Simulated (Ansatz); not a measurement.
Ansatz (a program for electronic structure) input (CCSD(T)/cc-pV(T+d)Z): A basis named .json is the Basis Set Exchange file of that set (core-valence sets with the plain set on hydrogen).

Ansatz 0.2 input:
```yaml
crystal:
  periodic: [false, false, false]
  atoms:
    - {symbol: O, position_ang: [0.02204159, 1.10436371, -0.00118827]}
    - {symbol: H, position_ang: [-0.92327012, 1.31460394, 0.01604549]}
    - {symbol: Cl, position_ang: [0.04393750, -0.59703021, -0.00038467]}
basis:
  gaussian:
    orbitals: cc-pV_T+d_Z.json
magnetization: {spin_polarized: false}
correlation: {method: ccsd_t, frozen_orbitals: {Cl: 1, H: 0, O: 0}}
```

Output:

```
Functional definition: HF
integrals: 0.06 GiB planned
501 factors; integrals over basis functions are off by at most 1.0e-3 eV
mean field: 0.14 GiB planned
mean field evaluation 1: about -14555.0506 eV, gradient 2.2e1 eV
mean field evaluation 2: about -14555.0568 eV, gradient 2.2e1 eV
mean field evaluation 4: about -14555.9145 eV, gradient 2.8e0 eV
mean field evaluation 8: about -14555.9307 eV, gradient 1.1e-4 eV
mean field evaluation 16: about -14555.9249 eV, gradient 1.4e-1 eV
mean field -14555.93071093 eV, -534.9205872625 hartree, gradient 2.4e-6 eV, S^2 0.000000; 0 other end points of the search recorded, 0 dependent functions left out
1 core orbitals not correlated
reference -14555.93071093 eV, -534.9205872625 hartree; 12, 12 occupied and 70, 70 virtual orbitals, 501 factors
second order -15.12106187 eV of doubles, -0.00000000 eV of singles
coupled cluster: 0.20 GiB planned
cycle   1  -15.18734798 eV  change   -6.6e-2 eV  update   6.9e-2
cycle   2  -15.50954522 eV  change   -3.2e-1 eV  update   2.1e-2
cycle   3  -15.57018431 eV  change   -6.1e-2 eV  update   8.9e-3
cycle   4  -15.56400136 eV  change    6.2e-3 eV  update   2.1e-3
cycle   5  -15.56498846 eV  change   -9.9e-4 eV  update   9.9e-4
cycle   6  -15.56526969 eV  change   -2.8e-4 eV  update   4.0e-4
cycle   7  -15.56519185 eV  change    7.8e-5 eV  update   2.0e-4
cycle   8  -15.56517229 eV  change    2.0e-5 eV  update   7.6e-5
cycle   9  -15.56518200 eV  change   -9.7e-6 eV  update   3.3e-5
cycle  10  -15.56516459 eV  change    1.7e-5 eV  update   1.3e-5
perturbative correction -0.53709535 eV, -0.0197378901 hartree
Total energy: -14572.03297087 eV, -535.5123344007 hartree
```
